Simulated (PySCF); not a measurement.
One entry of a table of gas-phase calculations, keyed by method. Lists by class give the value and the number of equivalent atoms.

```json
{
 "name": "1,2-dichloroethane",
 "formula": "C2H4Cl2",
 "smiles": "ClCCCl",
 "inchi": "InChI=1S/C2H4Cl2/c3-1-2-4/h1-2H2",
 "charge": 0,
 "multiplicity": 1,
 "geometry_level": "GFN2-xTB",
 "electronic_structure_code": "PySCF",
 "results": {
  "GFN2-xTB geometry": {
   "point_group": "C2h",
   "rotational_constants_GHz": [29.291, 1.515, 1.467]
  },
  "PBE0/def2-SVPD ground state and vertical TDDFT (core frozen in the response)": {
   "dipole_D": 0.0,
   "homo_eV": -8.78,
   "lumo_eV": -0.04,
   "S1_eV": 7.24,
   "strongest_line_of_8_singlets_eV": 8.4,
   "T1_tda_eV": 6.55,
   "polarisability_au": 55.0,
   "r2_bohr2_about_centre_of_nuclear_charge": 711.4,
   "singlets_eV_and_f": [
    [7.24, 0.038],
    [7.28, 0.0],
    [7.33, 0.004],
    [7.59, 0.0],
    [7.97, 0.019],
    [7.99, 0.0],
    [8.04, 0.0],
    [8.4, 0.109]
   ],
   "triplets_tda_eV": [6.55, 6.57, 6.64]
  },
  "delta-SCF UKS SCAN, pcX-2 on the ionised atom, pcseg-1 elsewhere, spin-free X2C; 2p3/2 from a spin–orbit splitting computed afterwards within the 2p shell": {
   "core_binding_eV": [
    ["Cl2p3/2", 206.34, 2],
    ["C1s", 292.87, 2],
    ["Cl1s", 2828.93, 2]
   ]
  }
 }
}
```

No computed singlet falls in the visible range (750 to 380 nm, 1.65 to 3.26 eV); S1 lies 3.98 eV above its blue end. The vertical singlet–triplet gap S1 − T1 is 0.69 eV (TDDFT singlet less Tamm–Dancoff triplet; S1: HOMO→LUMO, weight 0.92; T1: HOMO→LUMO, weight 0.85). The principal polarisabilities are 44.6, 47.3 and 73.2 au; their mean is the isotropic value.

Shape of the structure used: `[Cl:1][CH2:2][CH2:3][Cl:4]`: Cl1–C2–C3–Cl4 180°.

One conformer stands for the species.
